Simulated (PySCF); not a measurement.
**SiF₂ + H₂O → SiO + 2 HF**

Level: B3LYP in the def2-TZVP basis family, all electrons, no relativity, computed in PySCF with density fitting; open shells unrestricted.

```
species                             state and structure      E (Eh)  ZPE (kJ/mol)  H(298 K) − H(0) (kJ/mol)  S° (J/(mol K))
   SiF₂  singlet, C2v, Si–F 1.609 Å (×2); F–Si–F 100.8°  -489.39713          12.1                      11.3           257.2
    H₂O    singlet, C2v, O–H 0.963 Å (×2); H–O–H 105.2°   -76.46303          55.6                       9.9           188.8
    SiO                      singlet, C∞v, Si–O 1.513 Å  -364.78641           7.5                       8.7           211.5
     HF                       singlet, C∞v, H–F 0.924 Å  -100.49049          24.4                       8.7           173.7
```

Q: What is the electronic reaction energy?

A: At B3LYP/def2-TZVP, ΔE = 243.6 kJ/mol from the differences of the total energies times 2625.5, uphill. Hydrolysis steps of this kind drive oxide growth by atomic layer deposition.

Q: Add zero-point, thermal and entropy terms for 298.15 K and 1 bar.

A: ΔZPE = -11.4 and Δ[H(298) − H(0)] = 4.9 kJ/mol give ΔH° = 237.1 kJ/mol. ΔS° = 112.9 J/(mol K), so ΔG° = 237.1 − 298.15 × (0.1129) = 203 kJ/mol. ΔG° would change sign near 2100 K if ΔH° and ΔS° stayed fixed.

Only the bonding shown was studied: isomers, or loss of a ligand pair, can lie lower.
